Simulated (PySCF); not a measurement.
## Telling isomers of C$_{5}$H$_{5}$N apart by NMR

PySCF calculation with shielding tensors at PBE0/pcSseg-1 (GIAO), coordinates at the GFN2-xTB level and couplings computed with B3LYP/pcJ-1 (spin–dipole term left out of most H,H and C,H couplings); averaged over atoms made equivalent by symmetry, fast rotation or ring inversion, gas phase, a single conformation, non-relativistic.

References, each an isolated molecule treated in the same way: $^{1}$H (σref 31.72), $^{13}$C (σref 186.93) against TMS. Multiplet labels drop J under 1 Hz and among equivalent protons, and merge close values. Unscaled 3J(H,H) run several per cent high. Shifts are as computed. Against solution values, carbons near 30 ppm lie about +3 ppm off and those near 130 ppm about +5 ppm. Of 1211 compounds with measured shifts, 218 miss one by over three times the rms of a fit or turn the order of signals round; such compounds aren't used in these exercises.

(1) Tabulate the signals of `C#C/C=N\C=C`, `N#CC1=CCC1` and their relative energies.

(2) What is the quickest way to tell C#C/C=N\C=C from N#CC1=CCC1?

Answers

(1) 
```json
{"SMILES": "C#C/C=N\\C=C", "carbon types": "1×C 3×CH 1×CH2", "δC": "150.3, 142.9, 132.0, 97.1, 79.5", "δH": "7.95 (ddd, 1H), 7.38 (dq, 1H), 6.28 (dd, 1H), 5.82 (dd, 1H), 3.24 (d, 1H)", "E rel. (kcal/mol)": "33.3"}
{"SMILES": "N#CC1=CCC1", "carbon types": "2×C 1×CH 2×CH2", "δC": "163.2, 126.8, 118.8, 35.3, 31.5", "δH": "6.97 (tt, 1H), 2.85 (m, 2H), 2.63 (m, 2H)", "E rel. (kcal/mol)": "0.0"}
```

Energies are electronic energies at PBE0/pcSseg-1 on these geometries, without zero-point or thermal terms, each for the one conformer computed, which needn't be the lowest.

(2) Both give the same number of carbon signals, but DEPT or the intensities differ. The first has a terminal =CH2 carbon at 132.0 ppm, the second an allylic sp3 CH2 at 35.3 ppm. Their most deshielded carbons lie at 150.3 and 163.2 ppm. In the proton spectra the most deshielded non-exchanging signals are 7.95 (ddd, J = 15.3, 8.0, 1.5 Hz, 1H) and 6.97 (tt, J = 2.2, 1.3 Hz, 1H).
